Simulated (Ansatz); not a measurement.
# BNH₃ (doublet): wave-function methods side by side at a displaced geometry (v1), cc-pVDZ

Aim: climb from Hartree-Fock through coupled cluster for BNH₃ (doublet) at one geometry and basis, and see what each rung misses.

Method: cc-pVDZ, core rule «outside noble gas», up to 2 orbitals frozen; program: Ansatz 0.2.0, Gaussian basis.

The runs, in order: UHF; CCSD(T) on ROHF; CCSD(T) on UHF; BCCD(T) on ROHF; CISD as a restricted active space (open shells left free, so some higher excitations enter); CCSDT(Q) on ROHF; CCSDT(Q) on UHF.

19 further runs of the same task are left out: 9 that didn't finish, 10 set aside as unsound or not needed. Runs told in other sessions of the task aren't counted.

## Step 1: The system

The geometry is a PBE0/def2-TZVP stationary point (not a proven minimum) with its atoms shifted at random (size 0.040 Å).

5 atoms, charge 0, spin multiplicity 2.

Atoms are counted from 1 here; the program's logs count them from 0.

Bond lengths: B1–N2 1.341 Å, B1–H3 1.229 Å, B1–H4 1.208 Å, N2–H5 1.069 Å. Angles: N2–B1–H3 116.1°, N2–B1–H4 119.2°, H3–B1–H4 124.6°, B1–N2–H5 162.3°.

## Step 2: UHF

Input file in.yaml:

```yaml
crystal:
  periodic: [false, false, false]
  atoms:
    - {symbol: B, position_ang: [0.004276, 0.032026, 0.718398]}
    - {symbol: N, position_ang: [0.003443, -0.051993, -0.619788]}
    - {symbol: H, position_ang: [0.051407, 1.165723, 1.189742]}
    - {symbol: H, position_ang: [-0.051370, -0.981367, 1.373154]}
    - {symbol: H, position_ang: [-0.093754, 0.194649, -1.655509]}
basis:
  gaussian: {orbitals: cc-pVDZ}
magnetization: {spin_polarized: true, initial_magnetization: 1}
hamiltonian: {xc: hf}
output: {orbitals: {seedname: orbitals}}
```

The run is started by

```bash
$ ansatz run in.yaml --threads 1 --pin off --events-out ev --progress --plain --max-ram 2393MiB
```

Further steps of the session: CCSD(T) on ROHF; CCSD(T) on UHF; BCCD(T) on ROHF; CISD as a restricted active space (open shells left free, so some higher excitations enter); CCSDT(Q) on ROHF; CCSDT(Q) on UHF.

Q: Predict the results of all the runs planned. Wanted: UCCSDT(Q) from the RHF energy; RMP2 from UCCSDT(Q); UMP2 from UCCSDT(Q); RCCSD from UCCSDT(Q); RCCSD(T) from UCCSDT(Q); UCCSD(T) from UCCSDT(Q); RCCSDT(Q) from UCCSDT(Q); T1 diagnostic.

As calculated:

| quantity | value |
| --- | --- |
| UCCSDT(Q) from the ROHF energy | -7.5234 eV |
| RMP2 from UCCSDT(Q) | +1180.3 meV |
| UMP2 from UCCSDT(Q) | +1171.1 meV |
| RCCSD from UCCSDT(Q) | +247.2 meV |
| RCCSD(T) from UCCSDT(Q) | +44.7 meV |
| UCCSD(T) from UCCSDT(Q) | +45.6 meV |
| RCCSDT(Q) from UCCSDT(Q) | +1.7 meV |
| levels within 1 kcal/mol (43 meV) | BCCD(T), RCCSDT, UCCSDT, RCCSDT(Q) |
| T1 diagnostic | 0.035 |

In words: RCCSD(T) lands +44.7 meV from the yardstick (0.6 % of the correlation energy). These misses are within one basis, not against nature; the frozen cores of restricted and unrestricted runs differ, which can shift their rows.

With open shells the CI space here admits some higher excitations, so it is larger than plain CISD.
